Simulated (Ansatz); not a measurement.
Geometry optimisation, RKS BLYP-D4/def2-SVP in Ansatz.

Input:

```yaml
crystal:
  periodic: [false, false, false]
  atoms:
    - { symbol: B, position_ang: [0.0, 0.0, 0.0] }
    - { symbol: H, position_ang: [0.6594, 0.0, 1.2237] }
    - { symbol: C, position_ang: [1.7899, 0.0, 0.1905] }
    - { symbol: H, position_ang: [2.1194, -1.0462, 0.0203] }
    - { symbol: H, position_ang: [1.6534, 0.508, -0.7869] }
    - { symbol: H, position_ang: [2.5594, 0.5381, 0.7823] }
    - { symbol: C, position_ang: [-1.3856, 0.0, -0.8] }
    - { symbol: H, position_ang: [-1.9458, -0.9305, -0.5708] }
    - { symbol: H, position_ang: [-1.9898, 0.8797, -0.4946] }
    - { symbol: H, position_ang: [-1.1839, 0.0508, -1.8903] }
basis:
  gaussian: { orbitals: def2-SVP }
hamiltonian:
  xc: blyp
  dispersion: d4
relax:
  f_tol: 0.15
  max_steps: 25
  restrain:
    - { distance: [1, 2], at: 1.11, k: 30.0 }
    - { distance: [0, 1], at: 2.39, k: 30.0 }
    - { distance: [0, 2], at: 2.8, k: 30.0 }
output:
  orbitals: {}
```

Command:

```bash
$ ansatz run input.yaml --threads 1 --pin off --max-ram 2048MiB --backend cpu --events-out ev --progress --plain --runs-dir out
```

Q: Where does it end, and by what steps?

A: The run converged. The restraints hold the end off the free minimum. After 13 steps the energy has fallen by 1.538 eV (the restraints' own energy left out); B1 moved furthest, 1.20 Å. Parted: B1–C3 (1.80 → 2.82 Å). Joined: H2–C3 (1.53 → 1.11 Å).

```csv
step,energy less start (eV),largest force component (eV/Å),accepted
0,0.0000,5.246,yes
1,1.9899,7.867,yes
2,3.0727,7.159,yes
3,2.2549,9.030,yes
4,0.4490,2.502,yes
5,-0.3236,1.312,yes
6,-1.1831,1.097,yes
7,-1.3947,0.950,yes
8,-1.4524,0.697,yes
9,-1.4825,0.732,yes
10,-1.5016,0.674,yes
11,-1.5261,0.558,yes
12,-1.5349,0.510,yes
13,-1.5378,0.457,yes
```

```xyz
10
Properties=species:S:1:pos:R:3
B -0.931 -0.339 0.671
H 1.321 0.211 1.236
C 1.815 0.120 0.250
H 1.600 -0.879 -0.177
H 1.455 0.911 -0.435
H 2.912 0.229 0.374
C -1.363 -0.106 -0.796
H -2.122 -0.887 -1.044
H -1.866 0.889 -0.862
H -0.544 -0.149 -1.544
```

Run time: 44 s on 1 thread of Arm Neoverse N1, on a shared host, peak memory 0.13 GiB.
